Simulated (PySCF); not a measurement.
All of these have the formula C4H9OP. Level of theory: PySCF 2.14.0, density-fitted response routines, TDDFT CAM-B3LYP/def2-SVPD, vertical, gas phase, core orbitals frozen in the response. Geometries: GFN2-xTB; one conformer of each isolated species. Triplets are in the Tamm–Dancoff approximation. 'Strongest' means the level of largest summed f among the lowest 8 singlets; it needn't be the same kind of state in each.

Problem. Rank by computed LUMO energy, lowest first.
A. `C=CC[P@H](C)=O`
B. `C/C=P\COC`
C. `C(P1(=O)CC1)C`
D. `CC[C@@H]1C[P@H]1=O`
E. `C1CPCCO1`

Solution. B (-0.36 eV), A (0.69 eV), C (1.03 eV), D (1.22 eV), E (1.38 eV).

```
            SMILES  LUMO (eV)  gap (eV)  f (S1)  α (au)  HOMO (eV)  f (strongest)    S1 mainly
         C/C=P\COC      -0.36      7.77   0.006    81.2      -8.13           0.24    H→L (97%)
    C=CC[P@H](C)=O       0.69      9.49   0.209    74.8      -8.80           0.21    H→L (92%)
       CCP1(=O)CC1       1.03      9.46   0.011    72.2      -8.44           0.09    H→L (71%)
CC[C@@H]1C[P@H]1=O       1.22      9.74   0.007    72.2      -8.51           0.06  H→L+3 (92%)
          C1CPCCO1       1.38      9.40   0.039    74.5      -8.02           0.09  H→L+1 (85%)
```

H and L stand for HOMO and LUMO.

- `C/C=P\COC`: Löwdin shares by element: HOMO phosphorus 40%, oxygen 28%, carbon 18% or more; LUMO carbon 44% or more, phosphorus 39% (atoms not listed hold the other 17%).
- `C=CC[P@H](C)=O`: Löwdin shares by element: HOMO carbon 43% or more, oxygen 35% (atoms not listed hold the other 22%); LUMO carbon 67% or more, hydrogen 7% or more (atoms not listed hold the other 26%).
- `CCP1(=O)CC1`: Löwdin shares by element: HOMO oxygen 38%, carbon 34% or more, phosphorus 19%; LUMO carbon 37% or more, hydrogen 12% or more (atoms not listed hold the other 51%).
- `CC[C@@H]1C[P@H]1=O`: Löwdin shares by element: HOMO oxygen 37%, carbon 31% or more, phosphorus 19%; LUMO carbon 43% or more, hydrogen 8% or more (atoms not listed hold the other 49%).
- `C1CPCCO1`: Löwdin shares by element: HOMO phosphorus 48%, carbon 20% or more, oxygen 10% (atoms not listed hold the other 22%); LUMO carbon 29% or more, phosphorus 12% (atoms not listed hold the other 60%).
